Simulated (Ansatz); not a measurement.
Species: CH4O, charge 1, doublet. CH4O+ (parent SMILES OC, doublet).
B3LYP-D3(BJ)/def2-TZVP minimum from Ansatz (a program for electronic structure):
```xyz
6

C     -0.0733     0.6211     0.1251
O      0.0496    -0.6923    -0.1845
H     -1.1776     0.8533     0.1127
H      0.6233    -1.2067     0.4321
H      0.4613     0.9684     1.0035
H      0.1358     1.1968    -0.8226
```
Charge +1, spin multiplicity 2.

Total energies in aug-cc-pVDZ, 13 correlated electrons, 2 frozen orbitals. Open shells are spin-unrestricted; no spin-orbit coupling. Cores are frozen in correlated methods. No relativity.

| method | program | energy (Eh) | minus CCSDT(Q) (mEh) |
|---|---|---|---|
| HF | Ansatz | -114.70048 | 360.35 |
| MP2 | Ansatz | -115.01355 | 47.28 |
| CCSD | Ansatz | -115.04940 | 11.43 |
| CCSD(T) | Ansatz | -115.05920 | 1.63 |
| CCSDT(Q) | Ansatz | -115.06083 | 0.00 |
